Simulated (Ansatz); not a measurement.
# What a trial cell of Tl3O2 relaxes into

Theory: Ansatz 0.2.0, DFT PBE, scalar-relativistic, plane waves, PAW. Cutoff 420 eV, Γ-centred k mesh, Gaussian smearing, no spin polarisation in the final step.

The start puts Tl3O2 on the anti-corundum structure type (R-3c, No. 167), with O in place of Al, Tl in place of O, at a guessed volume.

```
CELL_PARAMETERS angstrom
3.20934 1.85291 5.84148
-3.20934 1.85291 5.84148
0.00000 -3.70582 5.84148
ATOMIC_POSITIONS crystal
Tl 0.05625 0.44375 0.75000
Tl 0.75000 0.05625 0.44375
Tl 0.44375 0.75000 0.05625
Tl 0.94375 0.55625 0.25000
Tl 0.25000 0.94375 0.55625
Tl 0.55625 0.25000 0.94375
O 0.85218 0.85218 0.85218
O 0.64782 0.64782 0.64782
O 0.14782 0.14782 0.14782
O 0.35218 0.35218 0.35218
```

Cell and atoms relax at zero pressure; the relaxation can't lower the symmetry of the start.

Energies over the elements count from the elements' standard structures at the same level (O₂ as a molecule), with no empirical corrections.

Problem. Which crystal results?

Solution. It keeps R-3c (No. 167), but not the shape of the type it started on. Conventional cell: a = 6.543 Å, c = 20.638 Å. Around Tl lie 2 O at 2.32 Å; O has 3 Tl at 2.32 Å.

```
Tl O
1.0
     3.27173    1.88893    6.87923
    -3.27173    1.88893    6.87923
     0.00000   -3.77787    6.87923
Tl O
6 4
Direct
  0.55096 0.94904 0.25000
  0.25000 0.55096 0.94904
  0.94904 0.25000 0.55096
  0.44904 0.05096 0.75000
  0.75000 0.44904 0.05096
  0.05096 0.75000 0.44904
  0.40132 0.40132 0.40132
  0.09868 0.09868 0.09868
  0.59868 0.59868 0.59868
  0.90132 0.90132 0.90132
```

Problem. What are its volume, energy, density and gap?

Solution. The volume per atom is 25.51 Å³, the density is 8.40 g/cm³ and the energy over the elements is -0.37 eV/atom. The gap on the 6×6×6 mesh is 0 eV (a metal).

The final run used a 6×6×6 mesh on its 10-atom cell and 0.10 eV smearing. The k mesh leaves about 4 meV/atom of noise in metals. Spin–orbit coupling is left out. Symmetry constrained the relaxation, so the result can be a saddle point. The steps took roughly 21 core-minutes in all.